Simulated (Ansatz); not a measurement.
`F/C=C\S` and `F/C=C\CF` differ in one atom or group.

Ansatz, PBE0-D4/def2-TZVP geometries, multiplicity 1. Each molecule was computed in one conformer, which needn't be the lowest.

```
                                                                                  property  `F/C=C\S`
                                                       HOMO energy (B3LYP/def2-TZVPP) / eV      -6.32
                                                      HOMO–LUMO gap (PBE0/def2-TZVPP) / eV       6.74
ideal-gas entropy at 298 K and 1 bar (rigid rotor, harmonic PBE0-D4/def2-TZVP) / J/(mol·K)        293
                                                         LUMO energy (PBE/def2-TZVPP) / eV      -0.76
                                                       HOMO–LUMO gap (PBE/def2-TZVPP) / eV       4.63
                                                       LUMO energy (B3LYP/def2-TZVPP) / eV      -0.03
```

Problem. What does the change do to each property? (Estimate.)

Solution. Computed: 
```csv
property,`F/C=C\CF`,shift
HOMO energy (B3LYP/def2-TZVPP) / eV,-7.67,-1.35
HOMO–LUMO gap (PBE0/def2-TZVPP) / eV,7.75,1.01
"ideal-gas entropy at 298 K and 1 bar (rigid rotor, harmonic PBE0-D4/def2-TZVP) / J/(mol·K)",309,16
LUMO energy (PBE/def2-TZVPP) / eV,-1.17,-0.41
HOMO–LUMO gap (PBE/def2-TZVPP) / eV,5.44,0.81
LUMO energy (B3LYP/def2-TZVPP) / eV,-0.41,-0.38
```

With PBE0 the HOMO falls by 1.35 eV and the LUMO falls by 0.34 eV, so the gap widens by about 1.01 eV. PBE moves the HOMO by -1.22 eV and ωB97M-V by -1.49 eV. The zero-point energy changes by 57.0 kJ/mol with +6 modes.

B3LYP here is the variant with VWN-RPA as its local correlation; programs differ in this.
